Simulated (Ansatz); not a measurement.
Process, species as SMILES: C=CCl -> Cl[C-]=C + H+

Property: gas-phase deprotonation energy (enthalpy at 298 K), in kcal/mol. Conventions: 6-311+G** with 5d, 6d on Na to Ar in Ansatz (a quantum-chemistry and plane-wave program); 6-31G* and kin with 6d, 5d where marked; frozen cores in correlated levels; no spin-orbit coupling; LANL2DZ with its own core potentials from Na on; non-relativistic. Basis-set limits of correlation are two-point, X^-3; Hartree-Fock from the larger set. [CCSD(T)-MP2]/basis is that difference in the basis named. First-principles rows: single points at B3LYP-D3(BJ) geometries (Ansatz), with unscaled harmonic terms from B3LYP/6-31G* at its own minima. Sets without +, aug- or the D of def2-TZVPD hold no diffuse functions, which anions need.

Coupled cluster (Ansatz) is a level with limits of its own, used here on species with T1 under 0.025 (0.045 for open shells) and stable references: RI-MP2/CBS(aug-cc-pV(T+d)Z,aug-cc-pV(Q+d)Z)+[CCSD(T)-MP2]/aug-cc-pV(T+d)Z.

Value to compare with, RI-MP2/CBS(aug-cc-pV(T+d)Z,aug-cc-pV(Q+d)Z)+[CCSD(T)-MP2]/aug-cc-pV(T+d)Z (Ansatz): 382.1 kcal/mol.

```csv
level,program,gas-phase deprotonation energy (enthalpy at 298 K) (kcal/mol),difference
MP2/STO-3G,Ansatz,473.1,91.0
MP2/3-21G,Ansatz,389.6,7.5
MP2/LANL2DZ,Ansatz,384.7,2.6
MP2/6-31G*,Ansatz,396.7,14.6
MP2/6-311+G**,Ansatz,385.4,3.3
```

Among the 5 habitual levels, MP2/STO-3G lies farthest from RI-MP2/CBS(aug-cc-pV(T+d)Z,aug-cc-pV(Q+d)Z)+[CCSD(T)-MP2]/aug-cc-pV(T+d)Z (Ansatz) (91.0 kcal/mol) and MP2/LANL2DZ nearest (2.6); 5 of 5 lie above it, and their mean absolute difference is 23.8 kcal/mol, the median 7.5. One case shows no general order.

The sets are all those run for this method; runs whose electronic state is in doubt are left out.
